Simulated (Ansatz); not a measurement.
# BSiH₅ (singlet): from Hartree-Fock to the top rungs at distance B1–H4 along a hydrogen transfer = 1.252 Å, cc-pVTZ

The task here is to estimate one member of a computed series from the others.

Computed with Ansatz 0.2.0, Gaussian basis. Level: cc-pVTZ, core rule «outside noble gas», up to 6 orbitals frozen.

Plan: UHF; CCSD(T) on RHF; CCSD(T) on UHF; BCCD(T) on RHF; CCSDT(Q) on RHF.

**The geometry**

The geometry derives from fragments relaxed apart (PBE0/def2-TZVP) and kept rigid, so it is no stationary point. A hydrogen atom is moved between rigid fragments.

7 atoms, charge 0, spin multiplicity 1.

Atoms are counted from 1 here; the program's logs count them from 0.

Bond lengths: B1–H2 1.193 Å, B1–H3 1.193 Å, B1–H4 1.252 Å, Si5–H6 1.526 Å, Si5–H7 1.526 Å. Angles: H2–B1–H3 120.0°, H2–B1–H4 120.0°, H3–B1–H4 120.0°, H6–Si5–H7 91.2°.

The first run:

Input file in.yaml:

```yaml
crystal:
  periodic: [false, false, false]
  atoms:
    - {symbol: B, position_ang: [-2.114238, 0.040114, 0.000000]}
    - {symbol: H, position_ang: [-2.710971, 1.073685, 0.000000]}
    - {symbol: H, position_ang: [-2.710971, -0.993457, 0.000000]}
    - {symbol: H, position_ang: [-0.862238, 0.040114, 0.000000]}
    - {symbol: Si, position_ang: [0.928762, 0.040114, 0.000000]}
    - {symbol: H, position_ang: [1.540942, -0.834170, 1.090012]}
    - {symbol: H, position_ang: [1.540942, -0.834170, -1.090012]}
basis:
  gaussian: {orbitals: cc-pVTZ}
magnetization: {spin_polarized: true, initial_magnetization: 0}
hamiltonian: {xc: hf}
output: {orbitals: {seedname: orbitals}}
```

Command:

```
> ansatz run in.yaml --threads 1 --pin off --events-out ev --progress --plain --max-ram 2816MiB --backend cpu
```

Steps of the session up to this table: UHF; CCSD(T) on RHF; CCSD(T) on UHF; BCCD(T) on RHF; CCSDT(Q) on RHF.

One table of the session follows, with a row left open; its other results are not shown here.

```
   method  from RCCSDT(Q) (kJ/mol)
      RHF                        ?
      UHF                   +763.6
     RMP2                   +148.5
    RCCSD                    +26.6
 RCCSD(T)                     +4.6
  BCCD(T)                     +4.6
   RCCSDT                     +0.9
RCCSDT(Q)                        0
```

**Question.** Estimate the row for RHF.

The run gave: from RCCSDT(Q) (kJ/mol): +764.9. In the column «from RCCSDT(Q) (kJ/mol)» it is the highest.

Not comparable, so not listed: CCSD(T) on UHF (they don't share determinant, frozen orbitals or solution with the rows shown, or repeat one).

Caveats from the session: Warnings: restricted reference is unstable; spin contamination.
